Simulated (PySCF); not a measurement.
**Worked example for oxonium: deprotonation at atom O1**

Structure: `[OH3+]` ([H3O]+). Numbering: `[OH3+:1]`

Energies: ωB97X-D3(BJ)/ma-def2-TZVP (PySCF, density fitting, integration grid level 2) on PBE0-D3(BJ)/ma-def2-SVP structures. ωB97X-D3(BJ) is ωB97X-V with D3(BJ) in place of VV10. Zero-point and thermal terms (298.15 K, 1 bar) come from unscaled PBE0-D3(BJ)/ma-def2-SVP harmonic frequencies, with soft modes damped to free rotors in the entropy.

Step: [H3O]+ → H2O + H⁺.

```
species  charge  multiplicity      E / Eh
 [H3O]+       1             1  -76.751542
    H2O       0             1  -76.476037
```

Thermal terms, products less reactant: Δ(H − E) = -27.56 kJ/mol, Δ(G − E) = -58.58 kJ/mol (the bare proton has no electronic energy, H = 5/2 RT). 1 Eh = 2625.50 kJ/mol.

Question: What are ΔE, ΔH and ΔG of this step?

Answer: ΔE = 0.275505 Eh = 723.34 kJ/mol; ΔH = 695.8 kJ/mol; ΔG = 664.8 kJ/mol, all in the gas phase at 298.15 K and 1 bar. The digits show the arithmetic; the method itself can be off by 10 kJ/mol or more. The Active Thermochemical Tables (1.112) give ΔH = 689.5 kJ/mol.
